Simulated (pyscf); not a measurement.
PySCF, gas phase, ωB97X-D3(BJ)/def2-SVP geometries.

Question: PBE/def2-TZVP puts the barrier of `[F][GeH2][SH]` + `[H][H]` → `[SH][GeH3]` + `[FH]` (four-centre exchange; singlet surface; F–Ge, H–H broken, Ge–H, F–H formed) at 168.5 kJ/mol and the reaction energy at +50.1 kJ/mol, from the separated reactants. What do B3LYP-D3(BJ)/def2-TZVP, PBE0-D3(BJ)/def2-TZVP, ωB97M-D3(BJ)/def2-TZVP give on the same structures?

Answer: B3LYP-D3(BJ): ΔE‡ = 192.7 kJ/mol, ΔE = +53.1 kJ/mol; PBE0-D3(BJ): ΔE‡ = 181.2 kJ/mol, ΔE = +43.5 kJ/mol; ωB97M-D3(BJ): ΔE‡ = 194.5 kJ/mol, ΔE = +48.3 kJ/mol. PBE's barrier lies under all of them, by 12.7 to 26.0 kJ/mol. Its reaction energy lies among theirs. Low barriers are usual for a GGA, whose delocalisation error favours stretched bonds. On the product side the descent ends in a complex (not fully relaxed), 26.9 kJ/mol under the separated species and 171.9 kJ/mol under the saddle at ωB97X-D3(BJ)/def2-TZVP. At the saddle there is also a short Ge–H contact that neither side keeps. One saddle was located; it need not be the lowest between these sides. Elements up to Kr have no core potential and no relativistic terms here.
